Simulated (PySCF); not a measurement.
## A thermochemical cycle for PH

PBE0 in PySCF with def2-TZVPPD on every atom, for the lowest determinant that a PBE0 search found; no spin–orbit coupling. PH, a triplet (π ↑↑), has De = 3.22 eV to neutral atoms, and PH⁺, a doublet (π ↑), has De = 3.47 eV to P⁺ + H.

The adiabatic ionisation energy of PH, between the minima, is 10.28 eV.

Problem. Which ionisation energy of the P atom does this level give?

Solution. IE(P) = IE(molecule) + De(ion) − De(neutral) = 10.28 + 3.47 − 3.22 = 10.53 eV; the measured value is 10.487 eV (NIST ASD).

For an ion De counts to the pair picked by the measured ionisation energies or electron affinities, which need not be the lowest pair at this level. States were picked by a PBE0 search and need not be the measured ground states.
